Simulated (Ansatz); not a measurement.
Antifluorite Mg2Ge was calculated with RPBE in Ansatz (PAW).

Run with plane-wave cutoff 520 eV, 10×10×10 k mesh, Fermi–Dirac smearing 0.01 eV, scalar-relativistic PAW data made under PBE.

Energies at three volumes about the minimum:

```
V (Å³/atom)  E − E_lowest (meV/atom)
-----------  -----------------------
22.271                          1.37
22.726                          0.00
23.180                          1.29
```

### Question
Fit a parabola by hand: where is the minimum, what lattice constant follows, and what is the bulk modulus?

### Answer
Slopes: (0.00 − 1.37)/(22.726 − 22.271) = -3.011 and (1.29 − 0.00)/(23.180 − 22.726) = 2.841 meV/Å³. Curvature E″ = 2 × (2.841 − (-3.011))/(23.180 − 22.271) = 12.876 meV/Å⁶. From the middle of the first interval, the slope vanishes at V0 = 22.4985 − (-3.011)/12.876 = 22.732 Å³/atom. B = V0 E″ = 22.732 × 12.876 meV/Å³ × 0.1602 GPa per meV/Å³ = 46.9 GPa. With 12 atoms in the cube, a = (12 × 22.732)^(1/3) = 6.485 Å. The full Birch–Murnaghan fit to all volumes gives V0 = 22.725 Å³/atom and B0 = 46.8 GPa.

Measured, for comparison: lattice constant a 6.385 Å (temperature not stated, not corrected to a static lattice; as tabulated in Grosch, Range, J. Alloys Compd. 235, 250 (1996)).

Ansatz is a quantum-chemistry and plane-wave program.
